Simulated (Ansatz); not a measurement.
Program: Ansatz. Geometries: PBE0-D4/def2-TZVP. ΔE: electronic, gas phase. CCSD(T)/CBS is the MP2 limit (def2-TZVPP, def2-QZVPP) plus CCSD(T) − MP2 in def2-TZVPP, frozen cores. This one scheme is used for every species. Functionals use def2-TZVPP. Each species was taken in one conformer, which may not be the lowest.

Consider the substitution at a C–S bond: `N=C(F)S` + H–F → `N=C(F)F` + H₂S.

```csv
level,ΔE (kJ/mol),difference from CCSD(T)/CBS
PBE0-D4,6.6,-9.4
ωB97X-V,-1.6,-17.6
revPBE,7.1,-8.9
BHLYP,-5.5,-21.5
RPA@PBE/def2-TZVPP,2.9,-13.1
CCSD/def2-SVP,-24.1,-40.1
CCSD(T)/def2-SVP,-21.3,-37.3
MP2/def2-QZVPP,22.1,6.1
HF/CBS(def2),-18.8,-34.8
MP2/CBS(def2),26.0,10.0
CCSD(T)/CBS,16.0,0
```

Largest T1 diagnostic among the species: 0.014.

At CCSD(T), def2-SVP lies −37.3 kJ/mol from the extrapolated value and def2-TZVPP −9.4 kJ/mol. The D4 term adds +6.3 kJ/mol with B3LYP and +3.2 kJ/mol with PBE0; it sums over pairs of atoms, weighted by their polarisabilities, and B3LYP, whose exchange is more repulsive, gets the larger term.

B3LYP here is the variant with VWN-RPA as its local correlation; programs differ in this.
